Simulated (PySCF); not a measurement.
Gas-phase reaction: i-Si₄H₁₀ + 2 SiHCl₃ → 2 H₃SiSiCl₃ + Si₂H₆

Method: PySCF energies plus ideal-gas RRHO corrections (1 bar). † marks an energy on the PBE0/def2-TZVP geometry and frequencies; other levels use their own. CCSD(T) freezes the core. All species are closed-shell singlets. B3LYP is the form with VWN-RPA correlation. H₃SiSiCl₃: computed as isolated molecules; such fragments, hydroxides, amides, oligomers or adducts are transient or little studied in the gas. CCSD(T) isn't extrapolated to the basis-set limit.

```tsv
level	ΔH°(298 K), kJ
B3LYP/def2-TZVP†	?
CCSD(T)/def2-SVP†	?
M06-2X/def2-TZVP†	10
PBE/def2-SVP	7
PBE/def2-TZVP†	11
```

Q: Fill in the missing entries.

A: 
- B3LYP/def2-TZVP†, ΔH°(298 K), kJ: 9
- CCSD(T)/def2-SVP†, ΔH°(298 K), kJ: 20
